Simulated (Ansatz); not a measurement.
Two structures of BH5O, singlet, reached by relaxing down either side of one saddle point (PBE0-D4/def2-TZVP). Energies are electronic, without zero-point energy. Computed with Ansatz 0.2.0 (basis: def2-TZVPP and def2-QZVPP); correlated methods freeze the cores. Extrapolation: Hartree–Fock as exp(−7.88 √X), correlation as X^−2.97. First:

```
7
angstrom
B 0.2193 0.3231 -0.7948
O 1.1906 -0.6012 -0.6540
H -0.7301 0.0129 -1.4528
H 0.3236 1.4049 -0.2817
H -1.4193 -0.7725 1.5389
H -1.5129 -0.0660 1.7620
H 1.9289 -0.3011 -0.1177
```

Second:

```xyz
7
angstrom
B -0.5391 0.4248 -0.1865
O 0.5390 -0.8247 0.1615
H -0.7226 0.2756 -1.3673
H 0.0729 1.4236 0.1181
H 0.7760 -0.7730 1.0944
H -1.4716 0.1569 0.5268
H 1.3455 -0.6831 -0.3470
```

Task: Which bonds change from the first to the second?

Result: BH₃O ([BH2][OH]) + H₂ → BH₃ + H₂O (still joined by a long B–O bond); bonds formed: B1–H6, O2–H5; bonds broken: H5–H6; bonds weakened to dative contacts: B1–O2.

Task: Give the saddle point's structure and its height above each. (Judge from chemistry; the value comes from the calculation.)

Result: Computed: 40.65 kcal/mol above the first and 24.48 kcal/mol above the second (CCSD(T) at an estimated basis limit (MP2 extrapolated from triple and quadruple zeta, plus CCSD(T) − MP2 in triple zeta)).
B1  (-0.312, 0.321, -0.294)
O2  (0.782, -0.803, -0.125)
H3  (-1.050, 0.090, -1.203)
H4  (0.104, 1.427, -0.110)
H5  (-0.143, -0.613, 0.710)
H6  (-0.974, -0.015, 0.814)
H7  (1.593, -0.407, 0.208)
(Å)

T1 diagnostic: at most 0.015.

Labels in which every atom is bracketed show which atoms are joined, not bond orders.

For scale, one of the runs: CCSD(T)/def2-TZVPP, 132 basis functions, launched by `ansatz run in.yaml --threads 2 --pin off --events-out ev --progress --plain --max-ram 4352MiB`. Time: 5.5 s of wall clock on 2 CPU threads of an Arm Neoverse V2; the host was shared. Peak host memory: 0.68 GiB.
